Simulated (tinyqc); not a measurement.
Pariser-Parr-Pople SCF with singles CI, for the molecule c1ccccc1 (SMILES; centres numbered as the heavy atoms are written), step by step. One step of it, computed by the program tinyqc.

Question. PPP integrals. Ohno: gamma = 14.399645/sqrt(R^2 + a^2), a = 2 x 14.399645/(gamma_rr + gamma_ss); H_rr = -W_r - sum_(s != r) z_s gamma_rs; H_rs = beta for bonds.

Centres (angstrom, eV; a flat drawing with bonds scaled to 1.40 angstrom):

| centre | x | y | core charge z | W | gamma_rr |
|---|---|---|---|---|---|
| 1C | 1.400000 | 0.000000 | 1 | 11.160000 | 11.130000 |
| 2C | 0.700000 | 1.212000 | 1 | 11.160000 | 11.130000 |
| 3C | -0.700000 | 1.212000 | 1 | 11.160000 | 11.130000 |
| 4C | -1.400000 | 0.000000 | 1 | 11.160000 | 11.130000 |
| 5C | -0.700000 | -1.212000 | 1 | 11.160000 | 11.130000 |
| 6C | 0.700000 | -1.212000 | 1 | 11.160000 | 11.130000 |

Resonance integrals (eV):

| i | j | beta |
|---|---|---|
| 1 | 2 | -2.390000 |
| 2 | 3 | -2.390000 |
| 3 | 4 | -2.390000 |
| 4 | 5 | -2.390000 |
| 5 | 6 | -2.390000 |
| 6 | 1 | -2.390000 |

Give: repulsion gamma_rs; core matrix H.

Answer.

repulsion gamma_rs (eV), lower triangle:
```
        1C      2C      3C      4C      5C      6C
1C  11.130
2C   7.555  11.130
3C   5.240   7.554  11.130
4C   4.668   5.240   7.555  11.130
5C   5.240   4.669   5.241   7.555  11.130
6C   7.555   5.241   4.669   5.240   7.554  11.130
```

core matrix H (eV), lower triangle:
```
         1C       2C       3C       4C       5C       6C
1C  -41.418
2C   -2.390  -41.419
3C    0.000   -2.390  -41.419
4C    0.000    0.000   -2.390  -41.418
5C    0.000    0.000    0.000   -2.390  -41.419
6C   -2.390    0.000    0.000    0.000   -2.390  -41.419
```
